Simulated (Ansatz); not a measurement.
hcp Zn, treated with HSE06 (Ansatz, a first-principles code, plane waves, PAW).

Run with plane-wave cutoff 460 eV, 12×12×6 k mesh (along the axes of the cell as run), Fermi–Dirac smearing 0.05 eV, scalar-relativistic PAW data made under PBE.

Computed at the level's own relaxed cell.

Task: Predict the lattice constant a and lattice parameter c.

Result: 
- lattice constant a: 2.626 Å
- lattice parameter c: 5.196 Å

Measured, for comparison: lattice constant a 2.665 Å (293 K, no zero-point or thermal correction, our sources range from 2.660 to 2.665; as tabulated in Wikipedia's data pages); lattice parameter c 4.946 Å (293 K, no zero-point or thermal correction; as tabulated in Wikipedia's data pages). Computed (rounded) less measured: lattice constant a -1.5 % (-1.3 % to -1.5 % over the range), lattice parameter c +5.1 %. A static lattice is as a rule a little smaller and stiffer than an uncorrected measurement, which narrows the difference in the lattice constant a and would widen misses of the other sign.

The result took about 40 core-minutes (a rough figure).
